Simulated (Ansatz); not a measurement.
We consider 2H MoTe2, described by LDA (Ansatz, an electronic-structure program, PAW).

Settings: plane-wave cutoff 520 eV, 12×12×4 k mesh (along the axes of the cell as run), Fermi–Dirac smearing 0.01 eV, no spin polarisation, scalar-relativistic PAW data made under PBE.

Cell (relaxed at this level):

```yaml
crystal:
  lattice:
    - [1.73637, -3.00749, 0.00000]
    - [1.73637, 3.00749, 0.00000]
    - [0.00000, 0.00000, 13.77229]
  atoms:
    - { symbol: Te, position: [0.33333, 0.66667, 0.88042] }
    - { symbol: Te, position: [0.66667, 0.33333, 0.38042] }
    - { symbol: Te, position: [0.66667, 0.33333, 0.11958] }
    - { symbol: Te, position: [0.33333, 0.66667, 0.61958] }
    - { symbol: Mo, position: [0.33333, 0.66667, 0.25000] }
    - { symbol: Mo, position: [0.66667, 0.33333, 0.75000] }
```

Question: Estimate the bulk modulus, band gap, smallest direct gap on the k points sampled and Γ–Γ gap that the calculation returns.

Answer: 
bulk modulus: 38.8 GPa
band gap: 0.64 eV
smallest direct gap on the k points sampled: 1.10 eV
Γ–Γ gap: 3.00 eV

Measured, for comparison: band gap 1.06 ± 0.01 eV (4 K, zero-point motion not removed, indirect, absorption from ellipsometry, single crystal; as tabulated in Gulo et al. (2023), doi:10.1103/physrevmaterials.7.044001).

Note: the bulk modulus comes from volumes at which shape and atoms were relaxed.

Spin–orbit coupling is not included; with these elements it can move the gap by several tenths of an eV or more.
